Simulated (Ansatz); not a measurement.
Geometry optimisation, Ansatz, RKS B3LYP-D4/def2-SVP.

Input:

```yaml
crystal:
  periodic: [false, false, false]
  atoms:
    - { symbol: B, position_ang: [0.062496, -0.485591, -0.377677] }
    - { symbol: F, position_ang: [-0.137261, 0.131048, 2.057941] }
    - { symbol: H, position_ang: [1.056313, 0.176005, -0.460885] }
    - { symbol: H, position_ang: [-1.039286, -0.109661, -0.655508] }
    - { symbol: S, position_ang: [0.355195, -2.275668, 0.019403] }
    - { symbol: H, position_ang: [-0.927861, -2.702607, -0.030595] }
    - { symbol: H, position_ang: [0.102904, -0.763026, 2.11452] }
basis:
  gaussian: { orbitals: def2-SVP }
hamiltonian:
  xc: b3lyp
  dispersion: d4
relax:
  f_tol: 0.03
  max_steps: 50
```

Command:

```bash
$ ansatz run input.yaml --threads 1 --pin off --max-ram 2048MiB --backend cpu --events-out ev --progress --plain --runs-dir out
```

Task: Where does it end, and by what steps?

Result: The forces met the threshold. After 9 steps the energy has fallen by 0.045 eV; F2 moved furthest, 0.16 Å.

| step | energy less start (eV) | largest force component (eV/Å) | accepted |
| --- | --- | --- | --- |
| 0 | 0.0000 | 0.983 | yes |
| 1 | -0.0191 | 0.970 | yes |
| 2 | -0.0236 | 0.694 | yes |
| 3 | -0.0348 | 0.402 | yes |
| 4 | -0.0053 | 0.800 | no |
| 5 | -0.0409 | 0.345 | yes |
| 6 | -0.0427 | 0.225 | yes |
| 7 | -0.0448 | 0.033 | yes |
| 8 | -0.0429 | 0.061 | no |
| 9 | -0.0450 | 0.016 | yes |

```xyz
7
Properties=species:S:1:pos:R:3
B 0.076 -0.498 -0.422
F -0.168 0.069 2.204
H 1.064 0.173 -0.524
H -1.024 -0.113 -0.702
S 0.359 -2.205 0.065
H -0.920 -2.650 0.046
H 0.085 -0.806 2.000
```

Whether the end is a true minimum wasn't checked by a vibrational analysis.

Time of the run: 21 s on 1 thread of Arm Neoverse V2 (shared host), peak memory 0.13 GiB.
